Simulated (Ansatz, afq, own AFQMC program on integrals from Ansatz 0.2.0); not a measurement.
Two steps: Ansatz 0.2.0 writes the Fock matrix and Cholesky factors of the valence space, and afq projects on them the lowest state that overlaps trial and start.

```yaml
crystal:
  periodic: [false, false, false]
  atoms:
    - {symbol: Ge, position_ang: [-0.503309, 0.000000, 0.000000]}
    - {symbol: H, position_ang: [-1.014759, 1.446599, 0.000000]}
    - {symbol: H, position_ang: [-1.014758, -0.723300, 1.252792]}
    - {symbol: H, position_ang: [-1.014759, -0.723299, -1.252792]}
    - {symbol: H, position_ang: [1.193691, 0.000000, 0.000000]}
    - {symbol: O, position_ang: [2.401691, 0.000000, 0.000000]}
basis:
  gaussian: {orbitals: cc-pVTZ}
magnetization: {spin_polarized: true, initial_magnetization: 2}
correlation: {method: ccsd_t, electrons: outside_noble_gas, hamiltonian_folder: ham}
```

```sh
$ ansatz run in.yaml --threads 1 --pin off --events-out ev --progress --plain --max-ram 16896MiB --backend cuda --devices 0, --max-vram 18GiB
```

Options of the walk:

```
--method phaseless --trial cisd --walkers 600 --populations 10 --least-time 60 --time-step 0.005 --steps-per-block 50 --equilibration-blocks 28 --max-blocks 4000 --target-error 0.00022 --factor-cut 1e-05 --start spin_pure --seed 7838 --release-times 0.24,0.51,0.99,1.62,2.4 --release-step 0.03 --release-every 3 --taylor-order 6
```

Times are imaginary, in 1/Eh. The walk had a cap of 235 s. With eight or more populations the least sampling time is a fifth of least-time, and the error comes from their spread. Filled inner d shells are frozen with the cores.

Log:

```
orbitals 114  electrons 8 6  factors 720 of 765
reference energy -2152.48958755 Eh
CCSD correlation -0.35934258 Eh in 12 cycles, weight of the determinant in the CISD state 0.8659
energy of the start -2152.846333 Eh
 block  time / (1/Eh)  mean weight  energy / Eh
     1     0.250  1.0000  -2152.843915
     2     0.500  0.9994  -2152.847570
     3     0.750  0.9991  -2152.851009
     4     1.000  1.0004  -2152.855237
     5     1.250  1.0000  -2152.853316
    10     2.500  1.0000  -2152.861332
    29     7.250  1.0004  -2152.859688
    49    12.250  1.0001  -2152.859977
    69    17.250  0.9994  -2152.861549
    73    18.250  0.9995  -2152.863808
    89    22.250  0.9993  -2152.859957
   109    27.250  1.0019  -2152.862053
   129    32.250  1.0025  -2152.861110
   137    34.250  1.0005  -2152.856366
   149    37.250  0.9999  -2152.859090
   169    42.250  1.0013  -2152.857544
   173    43.250  0.9987  -2152.860074
error from the spread of 10 populations
released: time / (1/Eh)  energy / Eh  error  mean overlap
  0.24  -2152.860341  0.000199  0.9966
  0.51  -2152.860569  0.000170  0.9924
  0.99  -2152.860750  0.000262  0.9840
  1.62  -2152.861163  0.000293  0.9712
  2.40  -2152.861378  0.000354  0.9284
energy -2152.859956 +/- 0.000262 Eh
(rows thinned)
```

The run passed its tests (sampling time, drift between the halves within three errors, error under three times the target), which doesn't prove that it has relaxed, ending at its cap on processor time.

Against this walk (error 7.1 meV) on the same determinant: CCSD(T) 24.2 meV higher. The error is statistical and leaves out the bias of the constraint. None of these is a sure reference here. The released energies are still falling (meV from the phaseless value at times in 1/Eh: -10 ± 5 at 0.24, -17 ± 5 at 0.51, -22 ± 7 at 0.99, -33 ± 8 at 1.62, -39 ± 10 at 2.40), so they give no level; they do show a bias of the constraint, and the last of them that isn't too noisy lies 63 meV below CCSD(T).

Cautions: constraint bias not in the error; error above the target (7.1 against 6.0 meV); no relativity below Rb; no spin-orbit coupling; inner d shell frozen; lower spins were not checked.

The walk took 5.1 min on 1 × NVIDIA H100 80GB HBM3 with 2 threads of AMD EPYC 7R13 Processor (Zen 3), on a shared host (the card was shared). The log's last line is the phaseless energy.
